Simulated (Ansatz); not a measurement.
Saddle point of CH9NSi, closed shell (CH₆Si ([CH3][SiH3]) + NH₃ → SiNH₅ ([NH2][SiH3]) + CH₄; bonds formed: Si1–N7, C2–H6; bonds broken: Si1–C2, H6–N7), PBE0-D4/def2-TZVP structure:

Si1  (-0.994, 0.033, -0.449)
C2  (0.743, -1.078, 0.679)
H3  (-1.962, 0.942, -1.188)
H4  (-1.770, -0.242, 0.784)
H5  (-0.771, -1.012, -1.478)
H6  (0.817, 0.425, 0.238)
N7  (0.336, 1.347, -0.289)
H8  (1.025, -0.870, 1.721)
H9  (1.646, -1.404, 0.145)
H10  (0.084, -1.950, 0.718)
H11  (0.753, 1.657, -1.160)
H12  (0.093, 2.152, 0.279)
(Å)

Energies are electronic, without zero-point energy. Barriers and step energies count from the start structure reached by relaxing down the imaginary mode; all methods use the PBE0-D4 structures, on which another method's saddle can fall below an end. Ansatz 0.2.0; basis: def2-TZVPP, with def2-QZVPP for the basis limit; cores frozen in the correlated methods. B3LYP uses VWN-RPA correlation. Extrapolation: Hartree–Fock as exp(−7.88 √X), correlation as X^−2.97.

```
      method  barrier (kcal/mol)  step energy (kcal/mol)
       SPW92               39.04                   -8.13
      PBE-D4               46.78                   -8.47
     BLYP-D4               51.09                  -10.12
   r2SCAN-D4               49.93                   -9.84
      B97M-V               54.22                   -9.62
     PBE0-D4               50.30                   -9.04
    B3LYP-D4                   ?                  -10.51
  r2SCAN0-D4               52.14                  -10.03
    BHLYP-D4                   ?                  -11.24
CAM-B3LYP-D4               54.73                  -10.94
     wB97X-V               54.73                   -9.95
     wB97M-V               53.39                   -9.69
      B2PLYP               55.09                  -10.95
    PBE-QIDH               52.99                   -9.95
  RPA on PBE               55.24                  -10.02
          HF                   ?                  -13.10
         MP2               53.36                  -10.46
        CCSD               57.51                  -10.33
     CCSD(T)               55.03                   -9.96
```

(1) Fill in the withheld barriers. (To be estimated.)

The T1 diagnostic stays at or below 0.011.

Results:

(1) Computed: B3LYP-D4 53.69; BHLYP-D4 58.04; HF 69.90 kcal/mol. Each is the energy of the saddle less that of the start structure, by the same method.

For comparison, the barrier by CCSD(T) at an estimated basis limit (MP2 extrapolated from triple and quadruple zeta, plus CCSD(T) − MP2 in triple zeta) is 54.75 kcal/mol.

Labels in which every atom is bracketed show which atoms are joined, not bond orders.

For scale, one of the runs: CCSD(T)/def2-TZVPP, 230 basis functions (an equivalent command: `ansatz run in.yaml --threads 4`). The run took 65 s on 4 CPU threads (shared host), with 3.9 GiB of host memory at its peak.
